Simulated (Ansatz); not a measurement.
A run of Ansatz (development build ahead of 0.2.0) on triplet BN at this shape:

```yaml
atoms:
  - { symbol: B, position_ang: [0.0000, 0.0000, 0.6983] }
  - { symbol: N, position_ang: [0.0000, 0.0000, -0.6983] }
```

Its results:

```yaml
Converged: yes
Reference_energy: -77.92666 hartree
CCSD_correlation_energy: -0.11810 hartree
Triples_correction: -0.00671 hartree
Total_energy: -78.05146 hartree
Spin_squared_of_the_determinant: 2.000
```

(1) Which input gives this output? Name the method, the orbitals and the basis set, and write the input.

## Answers

(1) ROHF-CCSD(T) in STO-3G.

```yaml
crystal:
  periodic: [false, false, false]
  atoms:
    - { symbol: B, position_ang: [0.0, 0.0, 0.69825] }
    - { symbol: "N", position_ang: [0.0, 0.0, -0.69825] }
basis:
  gaussian: { orbitals: STO-3G }
magnetization:
  initial_magnetization: 2
hamiltonian:
  xc: hf
correlation:
  method: ccsd_t
  frozen_orbitals: { B: 1, "N": 1 }
```
